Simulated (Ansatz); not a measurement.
Consider the hydrogenolysis of a C–F bond: `NC1(F)CO1` + H₂ → `NC1CO1` + H–F.

Program: Ansatz. Geometries: PBE0-D4/def2-TZVP. ΔE: electronic, gas phase. CCSD(T)/CBS adds triple-zeta CCSD(T) − MP2 to the extrapolated MP2 energy (def2 sets, frozen cores). This one scheme is used for every species. DFT in def2-TZVPP. B3LYP here is the variant with VWN-RPA as its local correlation; programs differ in this. Each species was taken in one conformer, which may not be the lowest.

```csv
level,ΔE (kJ/mol),difference from CCSD(T)/CBS
PBE-D4,-56.6,15.2
r2SCAN-D4,-51.6,20.2
PBE0-D4,-61.5,10.3
ωB97X-V,-54.0,17.8
ωB97M-V,-55.7,16.1
PBE,-57.9,13.9
B3LYP,-61.0,10.8
HF/def2-TZVPP,-63.4,8.4
MP2/def2-TZVPP,-72.4,-0.6
CCSD/def2-TZVPP,-68.8,3.0
CCSD(T)/def2-TZVPP,-66.4,5.4
HF/def2-QZVPP,-64.3,7.5
MP2/def2-QZVPP,-75.8,-4.0
HF/CBS(def2),-64.5,7.3
MP2/CBS(def2),-77.8,-6.0
CCSD/CBS(def2),-74.2,-2.4
CCSD(T)/CBS,-71.8,0
```

Largest T1 diagnostic among the species: 0.012.

In def2-TZVPP, CCSD(T) changes the Hartree–Fock value by −3.0 kJ/mol (the triples alone add +2.4 kJ/mol) and MP2 by −9.0 kJ/mol. From PBE to PBE0 (25 % exact exchange), in def2-TZVPP and without D4, ΔE moves by −4.7 kJ/mol.
